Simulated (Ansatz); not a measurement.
C2H5Cl, SMILES CCCl, a composite energy at a relaxed geometry

Program: Ansatz 0.2.0, Python API.

Interactive session:
```pycon
>>> import itertools
>>> import ansatz as az
>>> from ase import Atoms
>>> from ase.data import atomic_numbers, covalent_radii
>>> import numpy as np
>>> atoms = Atoms(["C", "C", "Cl", "H", "H", "H", "H", "H"], positions=[
...     [-0.3972, 0.5317, -0.2953],
...     [0.2775, -0.6381, 0.2363],
...     [1.8261, -0.1649, 0.8925],
...     [-1.3423, 0.292, -0.7212],
...     [0.129, 1.0487, -1.1256],
...     [-0.6241, 1.3339, 0.4774],
...     [0.4817, -1.3689, -0.549],
...     [-0.2585, -1.0914, 1.0291],
... ])
>>> molecule = az.Crystal.molecule_from_ase(atoms)
>>> base = (
...     molecule.calculation()
...     .basis(gaussian="def2-SVP")
...     .functional("r2scan")
... )
>>> symbols = [site.symbol for site in molecule.cartesian_sites]
>>> start = np.array([site.position_ang for site in molecule.cartesian_sites], dtype=float)
>>> r = base.relax(force_tolerance=0.01).run(threads=1).report
>>> end = np.array(r["positions_ang"])
>>> # pairs closer than 1.2 times the sum of covalent radii, before or after
>>> radius = [covalent_radii[atomic_numbers[s]] for s in symbols]
>>> span = lambda where, i, j: np.linalg.norm(where[i] - where[j])
>>> bonded = [(i, j) for i, j in itertools.combinations(range(len(symbols)), 2) if min(span(start, i, j), span(end, i, j)) < 1.2 * (radius[i] + radius[j])]
>>> print("pair        before    after (A)")
pair        before    after (A)
>>> for i, j in bonded:
...     print(f"{symbols[i]}{i}-{symbols[j]}{j}".ljust(10), f"{span(start, i, j):8.4f} {span(end, i, j):8.4f}")
...
C0-C1        1.4513   1.5112
C0-H3        1.0640   1.1025
C0-H4        1.1107   1.1001
C0-H5        1.1367   1.1001
C1-Cl2       1.7472   1.8074
C1-H6        1.0920   1.0995
C1-H7        1.0589   1.0995
>>> for first, second in list(itertools.combinations(bonded, 2)):
...     shared = set(first) & set(second)
...     if shared and symbols[(j := shared.pop())] != "H":
...         i, k = sorted((set(first) | set(second)) - {j})
...         u, v = end[i] - end[j], end[k] - end[j]
...         angle = np.degrees(np.arccos(np.clip(u @ v / np.linalg.norm(u) / np.linalg.norm(v), -1, 1)))
...         print(f"final angle {symbols[i]}{i}-{symbols[j]}{j}-{symbols[k]}{k}: {angle:.2f} deg")
...
final angle C1-C0-H3: 109.69 deg
final angle C1-C0-H4: 111.03 deg
final angle C1-C0-H5: 111.03 deg
final angle C0-C1-Cl2: 111.33 deg
final angle C0-C1-H6: 112.05 deg
final angle C0-C1-H7: 112.05 deg
final angle H3-C0-H4: 108.38 deg
final angle H3-C0-H5: 108.37 deg
final angle H4-C0-H5: 108.26 deg
final angle Cl2-C1-H6: 106.31 deg
final angle Cl2-C1-H7: 106.32 deg
final angle H6-C1-H7: 108.45 deg
>>> minimum = az.Crystal.molecule()
>>> for symbol, place in zip(symbols, end):
...     minimum = minimum.atom(symbol, place.tolist())
...
>>> at_minimum = minimum.calculation()
>>> # MP2 extrapolated to the basis limit, plus the small-basis difference CCSD(T) - MP2
>>> level = lambda method, basis: at_minimum.basis(gaussian=basis).correlation(method).run(threads=1).report
>>> small, large, cluster = level("mp2", "cc-pVDZ"), level("mp2", "cc-pVTZ"), level("ccsd_t", "cc-pVDZ")
>>> corr = lambda each: (each["free_energy_ev"] - each["reference_energy_ev"]) / 27.211386246
>>> mp2_limit = (27 * corr(large) - 8 * corr(small)) / 19
>>> pieces = {"HF / cc-pVTZ": large["reference_energy_ev"] / 27.211386246, "MP2 correlation, DZ-TZ limit": mp2_limit, "CCSD(T) - MP2 / cc-pVDZ": corr(cluster) - corr(small)}
>>> for name, value in pieces.items():
...     print(f"{name:32s} {value:14.6f} Ha")
...
HF / cc-pVTZ                        -538.198036 Ha
MP2 correlation, DZ-TZ limit          -0.596927 Ha
CCSD(T) - MP2 / cc-pVDZ               -0.054727 Ha
>>> print(f"{'sum':32s} {sum(pieces.values()):14.6f} Ha")
sum                                 -538.849690 Ha
>>> print("T1 diagnostic", round(cluster["correlation"]["coupled_cluster"]["t1_diagnostic"], 4))
T1 diagnostic 0.0075
```

What to keep in mind:
- Total energies depend on the basis set; only differences at equal settings carry meaning.
- The sum leaves out core correlation, relativity, the Hartree-Fock basis error and zero-point energy; a DZ-TZ extrapolation is rough.
- Inner cores stay frozen, so this is valence correlation.
- For Al to Cl the sets with a tight d function, cc-pV(X+d)Z, are usual.
- An extrapolation from small basis sets is rough.
- Timing: 25 s on 1 thread of Arm Neoverse V2, on a shared host, peak memory 0.36 GiB.
